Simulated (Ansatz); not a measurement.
# PN₂H (triplet): the correlation ladder, def2-TZVPP

An exercise on one series of results from a longer session: the logs are not shown, and one member is left open.

Method: def2-TZVPP, core rule «outside noble gas», up to 7 orbitals frozen; program: Ansatz 0.2.0, Gaussian basis.

To be run: UHF; ROHF; CCSD(T) on UHF.

2 further runs of the same task are left out: 2 set aside as unsound or not needed.

## The geometry

The geometry is a PBE0/def2-TZVP stationary point (not a proven minimum) of the parent state, kept for this charge and spin.

4 atoms, charge 0, spin multiplicity 3.

Atoms are counted from 1 here; the program's logs count them from 0.

Bond lengths: N1–P2 1.486 Å, P2–N3 1.527 Å, N3–H4 1.012 Å. Angles: N1–P2–N3 168.5°, P2–N3–H4 120.8°.

Set-up of the first run:

in.yaml

```yaml
crystal:
  periodic: [false, false, false]
  atoms:
    - {symbol: N, position_ang: [0.000000, -0.027711, 1.525986]}
    - {symbol: P, position_ang: [0.000000, 0.061437, 0.042687]}
    - {symbol: N, position_ang: [0.000000, -0.153780, -1.468917]}
    - {symbol: H, position_ang: [0.000000, 0.634112, -2.104818]}
basis:
  gaussian: {orbitals: def2-TZVPP}
magnetization: {spin_polarized: true, initial_magnetization: 2}
hamiltonian: {xc: hf}
output: {orbitals: {seedname: orbitals}}
```

Run with:

```bash
> ansatz run in.yaml --threads 1 --pin off --events-out ev --progress --plain --max-ram 2560MiB --backend cpu
```

Steps of the session up to this table: UHF; ROHF; CCSD(T) on UHF.

One of the session's tables, all rows but one given; the rest of the session is left out.

| method | from UCCSD(T) (kcal/mol) |
| --- | --- |
| ROHF | +358.78 |
| UHF | +351.33 |
| UMP2 | +38.98 |
| UCCSD | ? |
| UCCSD(T) | 0 |

Q: Estimate the row for UCCSD from the others.

As computed: from UCCSD(T) (kcal/mol): +19.53. In the column «from UCCSD(T) (kcal/mol)» it lies between UCCSD(T) (0) and UMP2 (+38.98).
